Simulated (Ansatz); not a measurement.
# HCl (hydrogen chloride) at 6 levels

We compute a comparison of 6 runs (revPBE/3-21G, wB97M-V/6-31G*, UMP2/3-21G, CCSDT/6-31G*, CCSD(T)/3-21G, UCCSD(T)/3-21G) of HCl (hydrogen chloride). 

The calculation is run with Ansatz 0.2.0.

56 further runs of the same task are left out: 2 that didn't finish, 54 set aside as unsound or not needed.

## Step 1: The molecule

HCl: 2 atoms, total charge 0, spin state singlet. SMILES: `Cl`. The H2–Cl1 distance was set to 3.197 Å, away from the relaxed value.

## Step 2: A single-point energy at revPBE/3-21G (run 1)

run.yaml reads:

```yaml
crystal:
  periodic: [false, false, false]
  atoms:
    - {symbol: Cl, position_ang: [2.184018, -0.714006, 1.123209]}
    - {symbol: H, position_ang: [-0.546000, 0.178500, -0.280800]}
basis:
  gaussian:
    orbitals: 3-21G.json
accuracy: high
hamiltonian:
  xc: {name: revPBE}
```

The basis set 3-21G is read from a file made from the Basis Set Exchange's data (not shown).

The run is started by

```bash
$ ansatz run run.yaml --threads 1 --pin off --max-ram 2610MiB --events-out events.jsonl --progress --plain --runs-dir runs
```

The log of the run:

```text
Warning: RAYON_NUM_THREADS=1 ignored (pool sized by the plan → 1); use --threads N
Functional definition: revPBE
  name "revPBE"
  parameter kappa = 1.245
  parameter beta = 0.06672455060314922
  exchange = pbe_x(kappa = kappa, mu = beta*pi^2/3)
  correlation = pbe_c(beta = beta)
248 factors; integrals over basis functions are off by at most 4.4e-9 eV
mean field evaluation 1: about -12464.8103 eV, gradient 2.5e1 eV
mean field evaluation 2: about -12448.1452 eV, gradient 6.3e1 eV
mean field evaluation 4: about -12468.1947 eV, gradient 1.7e1 eV
mean field evaluation 8: about -12469.6961 eV, gradient 1.8e1 eV
mean field evaluation 16: about -12471.2937 eV, gradient 1.2e-8 eV
mean field -12471.29367069 eV, -458.3115890515 hartree, gradient 1.2e-8 eV, S^2 0.000000; 1 other end points of the search recorded, 0 dependent functions left out
reference -12471.29367284 eV, -458.3115891305 hartree; 9, 9 occupied and 6, 6 virtual orbitals, 248 factors
Total energy: -12471.29367284 eV, -458.3115891305 hartree
```

Wall time 0.4 s (1 thread of Arm Neoverse V2, shared host).

## Step 3: A single-point energy at wB97M-V/6-31G(d) (spherical functions) (run 2)

job.yaml reads:

```yaml
crystal:
  periodic: [false, false, false]
  atoms:
    - {symbol: Cl, position_ang: [2.184018, -0.714006, 1.123209]}
    - {symbol: H, position_ang: [-0.546000, 0.178500, -0.280800]}
basis:
  gaussian:
    orbitals: 6-31G_st_-spherical.json
hamiltonian:
  xc: {name: wB97M-V}
accuracy: high
```

The basis set 6-31G* is read from a file made from the Basis Set Exchange's data (not shown).

The run is started by

```bash
$ ansatz run job.yaml --threads 1 --pin off --max-ram 2610MiB --events-out events.jsonl --progress --plain --runs-dir runs
```

The log of the run, cut to the lines that bear on the results:

```text
Warning: RAYON_NUM_THREADS=1 ignored (pool sized by the plan → 1); use --threads N
Functional definition: wB97M-V
  name "wB97M-V"
[...]
  gx(w, u) = 1 - cx + cx01*u + cx10*w
  gss(w, u) = css00 + css04*u^4 + css10*w + css20*w^2 + css43*w^4*u^3
  gos(w, u) = cos00 + cos10*w + (cos20 + cos21*u)*w^2 + (cos60 + cos61*u)*w^6
[...]
      + integral(e_c_pw_mod_opposite_spin*gos(b97_w_opposite, b97_u_opposite)) + vv10(b, c)
309 factors; integrals over basis functions are off by at most 3.1e-9 eV
116 factors; integrals over basis functions are off by at most 1.7e-9 eV
[...]
mean field -12531.38282108 eV, -460.5198245984 hartree, gradient 2.8e-8 eV, S^2 0.000000; 1 other end points of the search recorded, 0 dependent functions left out
reference -12531.38282356 eV, -460.5198246895 hartree; 9, 9 occupied and 11, 11 virtual orbitals, 309 factors
Total energy: -12531.38282356 eV, -460.5198246895 hartree
```

Run time: 4.5 s. Hardware: 1 thread of Arm Neoverse V2, shared host; peak memory 0.15 GiB.

Runs 3 to 4 aren't shown in full; the table further down has their settings and results.

## Step 4: A single-point energy at CCSD(T)/3-21G (run 5)

molecule.yaml reads:

```yaml
crystal:
  periodic: [false, false, false]
  atoms:
    - {symbol: Cl, position_ang: [2.184018, -0.714006, 1.123209]}
    - {symbol: H, position_ang: [-0.546000, 0.178500, -0.280800]}
basis:
  gaussian: {orbitals: 3-21G.json}
accuracy: high
correlation: {method: ccsd_t, frozen_orbitals: {Cl: 5, H: 0}}
scf: {omitted_lower_state_checks: [cluster_reference, increment]}
```

The basis set 3-21G is read from a file made from the Basis Set Exchange's data (not shown).

The run is started by

```bash
$ ansatz run molecule.yaml --threads 1 --pin off --max-ram 2610MiB --events-out events.jsonl --progress --plain --runs-dir runs
```

The log of the run, cut to the lines that bear on the results:

```text
Warning: RAYON_NUM_THREADS=1 ignored (pool sized by the plan → 1); use --threads N
Functional definition: HF
  name "HF"
[...]
248 factors; integrals over basis functions are off by at most 4.4e-9 eV
[...]
mean field -12452.63471136 eV, -457.6258849436 hartree, gradient 3.1e-8 eV, S^2 0.000000; 3 other end points of the search recorded, 0 dependent functions left out; unrestricted orbitals would lower it
5 core orbitals not correlated: weight in the atoms' cores, before any rotation towards them, 1.000 or more for the frozen orbitals, at most 0.000 for the correlated occupied ones
reference -12452.63471136 eV, -457.6258849436 hartree; 4, 4 occupied and 6, 6 virtual orbitals, 248 factors
second order -3.38531661 eV of doubles, -0.00000000 eV of singles
cycle   1  -2.71219952 eV  change   -8.1e-1 eV  update   1.4e-1
[...]
cycle  24  -4.89761326 eV  change  -3.0e-10 eV  update  2.9e-10
perturbative correction -0.21164110 eV, -0.0077776671 hartree
WARN: these amplitudes may be one of several solutions (largest doubles amplitude 0.82, level shift 8.46 eV)
Total energy: -12457.74396572 eV, -457.8136465782 hartree
Checks for a lower state left out: cluster_reference, increment
```

Wall time 0.16 s (1 thread of Arm Neoverse V2, shared host).

## Step 5: The energy at UCCSD(T)/3-21G (run 6)

in.yaml reads:

```yaml
crystal:
  periodic: [false, false, false]
  atoms:
    - {symbol: Cl, position_ang: [2.184018, -0.714006, 1.123209]}
    - {symbol: H, position_ang: [-0.546000, 0.178500, -0.280800]}
basis:
  gaussian:
    orbitals: 3-21G.json
magnetization:
  spin_polarized: true
  initial_magnetization: 0
correlation:
  method: ccsd_t
  frozen_orbitals: {Cl: 5, H: 0}
accuracy: high
scf:
  omitted_lower_state_checks: [cluster_reference, increment]
```

The basis set 3-21G is read from a file made from the Basis Set Exchange's data (not shown).

The run is started by

```bash
$ ansatz run in.yaml --threads 1 --pin off --max-ram 2610MiB --events-out events.jsonl --progress --plain --runs-dir runs
```

The log of the run:

```text
Warning: RAYON_NUM_THREADS=1 ignored (pool sized by the plan → 1); use --threads N
[... 16 lines left out ...]
5 core orbitals not correlated: weight in the atoms' cores, before any rotation towards them, 1.000 or more for the frozen orbitals, at most 0.000 for the correlated occupied ones
[... 28 lines left out ...]
Total energy: -12457.62350322 eV, -457.8092196628 hartree
Checks for a lower state left out: cluster_reference, increment
```

Run time: 0.36 s. Hardware: 1 thread of Arm Neoverse V2, shared host.

## Step 6: The series

| run | level | frozen core orbitals | energy (Eh) | wall time |
| --- | --- | --- | --- | --- |
| 1 | revPBE/3-21G | – | -458.311589 | 0.4 s |
| 2 | wB97M-V/6-31G* (spherical functions) | – | -460.519825 | 4.5 s |
| 3 | UMP2/3-21G | 5 | -457.802882 | 0.18 s |
| 4 | CCSDT/6-31G* (spherical functions) | 5 | -460.067580 | 0.42 s |
| 5 | CCSD(T)/3-21G | 5 | -457.813647 | 0.16 s |
| 6 | UCCSD(T)/3-21G | 5 | -457.809220 | 0.36 s |

## Step 7: Results

| quantity | value |
| --- | --- |
| run 6: total energy | -457.80922 Eh |
| run 6: correlation energy (5 core orbitals frozen) | -35.7 mEh |
| run 6: (T) correction | -0.31 mEh |
| run 6: ⟨S²⟩ of the reference determinant | 0.991 |
| run 6: T1 diagnostic | 0.009 |

What this shows: Totals of different functionals can't be ranked against each other. In run 5 the T1 diagnostic is large, so a single reference may not serve. In runs 4, 5 the log says that unrestricted orbitals would lower the reference, so the values rest on an unstable closed-shell determinant (other closed-shell runs at this shape may share the fault). In runs 1, 2, 5 a closed-shell determinant meets a far-stretched bond, which it describes badly. Spin contamination of the reference: run 3 ⟨S²⟩ = 0.99, run 6 ⟨S²⟩ = 0.99. Where it is this large, the reference is a mixture of spin states, and values that rest on it are in doubt. All runs together took 6 s, the longest 4.5 s.
